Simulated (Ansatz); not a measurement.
## A basis-limit estimate, worked out

An elementary step of CH$_{8}$SSi, closed shell (SiH₄S ([SiH3][SH]) + CH₄ → CH₆Si ([CH3][SiH3]) + H₂S; Si–S, H–C broken or loosened, Si–C, S–H formed or tightened). “Start” and “end” are the PBE0-D4/def2-TZVP structures reached by relaxing down either side of its saddle point, with the molecules still in contact.

Computed with Ansatz 0.2.0 (basis: def2-TZVPP and def2-QZVPP); correlated methods freeze the cores.

Energies in eV:

| quantity | end | start |
| --- | --- | --- |
| Hartree–Fock, triple zeta (X = 3) | -19837.86966 | -19838.51020 |
| Hartree–Fock, quadruple zeta (X = 4) | -19838.49027 | -19839.13158 |
| MP2 correlation, X = 3 | -13.95996 | -13.93497 |
| MP2 correlation, X = 4 | -14.97421 | -14.96332 |
| CCSD(T) correlation, X = 3 | -16.21029 | -16.14837 |

(1) Work out the step energy at the basis limit: extrapolate Hartree–Fock as E(X) = E∞ + A exp(−7.88 √X) and the MP2 correlation as E(X) = E∞ + B X^−2.97 (the exponents that Neese and Valeev fitted for def2-TZVPP and QZVPP), then add CCSD(T) − MP2 in triple zeta.

No T1 diagnostic of these runs exceeds 0.012.

## Answers

(1) Each step is linear, so take the differences first (end − start): Hartree–Fock 0.64054 (X = 3) and 0.64131 (X = 4); MP2 correlation -0.02499 and -0.01089; CCSD(T) correlation -0.06192.
Two points give E∞ = E(4) + w [E(4) − E(3)], with w = 1/(exp(7.88 (2 − √3)) − 1) = 0.1377 for Hartree–Fock and w = 1/((4/3)^2.97 − 1) = 0.7407 for the correlation.
Hartree–Fock: 0.64131 + 0.1377 × 0.00077 = 0.6414 eV.
MP2 correlation: -0.01089 + 0.7407 × 0.01410 = -0.0004 eV.
CCSD(T) − MP2: -0.06192 − (-0.02499) = -0.0369 eV.
Sum: 0.6414 + (-0.0004) + (-0.0369) = 0.6041 eV, or 13.93 kcal/mol. Plain CCSD(T) in triple zeta gives 0.5786 eV, so the larger basis shifts the result by 0.0255 eV.

Labels in which every atom is bracketed show which atoms are joined, not bond orders.

For scale, one of the runs: CCSD(T)/def2-TZVPP, 227 basis functions, launched by `ansatz run in.yaml --threads 4 --pin off --events-out ev --progress --plain --max-ram 9574MiB`. Hardware: 4 CPU threads of an Arm Neoverse V2, shared host. Wall time 53 s; peak host memory 3.5 GiB.
